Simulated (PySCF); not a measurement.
These compounds are isomers of formula C4H8.

A. isobutene
B. methylcyclopropane (CC1CC1)
C. SMILES C/C=C/C

Spectrum 1. 1H NMR (400 MHz, computed): δ 5.04 (sept, J = 1.6 Hz, 2H), 1.81 (t, J = 1.6 Hz, 6H). 13C{1H} NMR (computed): δ 150.6 (C), 117.1 (CH2), 27.1 (CH3).

Spectrum 2. 1H NMR (400 MHz, computed): δ 5.77 (m, 2H), 1.79 (m, 6H). 13C{1H} NMR (computed): δ 133.8 (CH), 22.1 (CH3).

Spectrum 3. 1H NMR (400 MHz, computed): δ 1.09 (d, J = 6.3 Hz, 3H), 0.67 (tqt, J = 9.0, 6.3, 5.3 Hz, 1H), 0.43 (m, 2H), -0.07 (m, 2H). 13C{1H} NMR (computed): δ 21.8 (CH3), 8.2 (CH), 7.2 (CH2).

Computed data (PySCF): NMR shieldings at PBE0/pcSseg-1/GIAO, GFN2-xTB structure, spin–spin couplings from B3LYP/pcJ-1 (spin–dipole term left out of most H,H and C,H couplings). Non-relativistic Hamiltonian, gas phase, one averaged value for each set of equivalent atoms, one conformer.

δ = σ(ref) − σ, references computed at the same level: 1H (31.72 ppm) and 13C (186.93 ppm) vs TMS. Multiplet labels drop J under 1 Hz and among equivalent protons, and merge close values. Unscaled 3J(H,H) run several per cent high. Shifts are as computed. Against solution values, carbons near 30 ppm lie about +3 ppm off and those near 130 ppm about +5 ppm. Of 1211 compounds with measured shifts, 218 miss one by over three times the rms of a fit or turn the order of signals round; such compounds aren't used in these exercises.

Which spectrum belongs to which compound?

Answers

1–A, 2–C, 3–B.

- Spectrum 1 (A): 3 13C signals; δC 150.6 is a fully substituted alkene carbon; δC 117.1 is a terminal =CH2 carbon.
- Spectrum 2 (C): 2 13C signals; δC 133.8 is an alkene CH; δC 22.1 is an allylic methyl carbon.
- Spectrum 3 (B): 3 13C signals; δC 21.8 is a methyl carbon; δC 8.2 is a three-membered-ring carbon.
